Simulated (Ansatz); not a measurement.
Mulliken charges of `CBN` from PBE/def2-TZVPP in Ansatz (PBE0-D4/def2-TZVP geometry).

```csv
atom,x (Å),y (Å),z (Å),charge (e)
C1,-0.665,0.758,-0.590,-0.350
B2,0.459,-0.283,-0.256,0.048
N3,0.593,-0.843,1.011,-0.267
H4,-1.292,0.391,-1.411,0.099
H5,-0.225,1.692,-0.954,0.099
H6,-1.320,0.999,0.252,0.063
H7,1.249,-0.633,-1.093,-0.029
H8,1.306,-1.511,1.245,0.176
H9,-0.017,-0.616,1.779,0.160
```

Task: By hand: the dipole of these point charges (1 e Å = 4.8032 D).

Result: Σ q r = (0.054, -0.131, 0.241) e Å, of length 0.280 e Å = 1.34 D.

Task: How does the dipole of the full density compare? (Best estimate.)

Result: Computed: (-0.015, -0.102, 0.321) e Å, 1.62 D; the point charges give 0.83 times that, at 17° from its direction.

Point charges leave out the atoms' own dipoles, such as those of lone pairs, and Mulliken's split depends on the basis, so the two needn't agree.
